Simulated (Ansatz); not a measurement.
Two structures of CH8OSi, singlet, reached by relaxing down either side of one saddle point (PBE0-D4/def2-TZVP). Energies are electronic, without zero-point energy. Computed with Ansatz 0.2.0 (basis: def2-TZVPP and def2-QZVPP); correlated methods freeze the cores. Extrapolation: Hartree–Fock as exp(−7.88 √X), correlation as X^−2.97. First:

```
atom    x (Å)    y (Å)    z (Å)
 Si1  -0.8934   0.4750   0.5798
  O2  -0.8082  -1.1660   0.3963
  H3  -2.1639   0.9989  -0.0006
  H4  -0.8836   0.8385   2.0266
  C5   0.5788   1.1880  -0.2939
  H6   1.2052  -2.2075  -0.8545
  H7   1.8115  -2.4440  -1.2230
  H8  -1.4991  -1.6961   0.7944
  H9   0.5639   0.9265  -1.3543
 H10   0.5816   2.2778  -0.2099
 H11   1.5072   0.8088   0.1389
```

Second:

| atom | x (Å) | y (Å) | z (Å) |
| --- | --- | --- | --- |
| Si1 | -0.8043 | 0.3576 | -0.7157 |
| O2 | 0.4773 | -1.8552 | 1.4795 |
| H3 | -1.5592 | 1.1778 | -1.7029 |
| H4 | -1.6794 | 0.1784 | 0.4774 |
| C5 | 0.8137 | 1.1645 | -0.2576 |
| H6 | 0.2948 | -2.3721 | 0.6908 |
| H7 | -0.5883 | -0.9858 | -1.3245 |
| H8 | -0.3879 | -1.6469 | 1.8408 |
| H9 | 1.4465 | 1.2930 | -1.1386 |
| H10 | 0.6450 | 2.1487 | 0.1852 |
| H11 | 1.3417 | 0.5400 | 0.4656 |

(1) Which bonds change from the first to the second?

(2) Give the saddle point's structure and its height above each. (An estimate is asked for; the value comes from the calculation.)

The T1 diagnostic stays at or below 0.012.

## Answers

(1) CH₆OSi ([CH3][SiH2][OH]) + H₂ → CH₆Si ([CH3][SiH3]) + H₂O; bonds formed: Si1–H7, O2–H6; bonds broken: Si1–O2, H6–H7.

(2) The calculation gives: 2.475 eV above the first and 1.796 eV above the second (CCSD(T) at an estimated basis limit (MP2 extrapolated from triple and quadruple zeta, plus CCSD(T) − MP2 in triple zeta)).
```
11
angstrom
Si -0.5518 0.0448 -0.0776
O -0.2193 -1.4837 0.9889
H -1.6093 0.0420 -1.1272
H -1.3240 0.6054 1.0948
C 0.8653 1.2409 -0.2886
H 0.0853 -1.7880 -0.0293
H 0.2510 -1.1955 -1.0258
H -0.9784 -1.9100 1.4082
H 1.3089 1.1685 -1.2823
H 0.5298 2.2649 -0.1072
H 1.6423 1.0108 0.4459
```

Labels in which every atom is bracketed show which atoms are joined, not bond orders.

For scale, one of the runs: CCSD(T)/def2-TZVPP, 216 basis functions, launched by `ansatz run in.yaml --threads 4 --pin off --events-out ev --progress --plain --max-ram 9574MiB`. The run took 62 s on 4 CPU threads of an Intel Xeon (shared host), with 3.1 GiB of host memory at its peak.
